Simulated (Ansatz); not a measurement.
Basis-set extrapolation for C8H18, SMILES `CCCC(C)C(C)C` (PBE0-D4/def2-TZVP geometry, frozen core, Ansatz 0.2.0). Multiplicity 1, RHF reference.

```json
{"": "HF", "def2-TZVPP": "-313.546097", "def2-QZVPP": "-313.560949"}
{"": "MP2 correlation", "def2-TZVPP": "-1.422761", "def2-QZVPP": "-1.509815"}
{"": "CCSD(T) correlation", "def2-TZVPP": "-1.572303", "def2-QZVPP": "not run"}
```

Energies in hartree. Use E(X) = E(∞) + A·exp(−7.88·√X) for Hartree–Fock and E(X) = E(∞) + B·X^(−2.97) for correlation, with X = 3 and 4, and add CCSD(T) minus MP2 of the smaller set to the MP2 limit.

Task: What is the CCSD(T) energy at the basis-set limit?

Result: HF limit: -313.560949 + (-0.014852) × 0.13774 = -313.56299. MP2 limit: -1.509815 + (-0.087054) × 0.74074 = -1.57430. Higher-order term: -1.572303 − (-1.422761) = -0.14954. Total: -315.28683 hartree, 105.7 kcal/mol below CCSD(T)/def2-TZVPP.
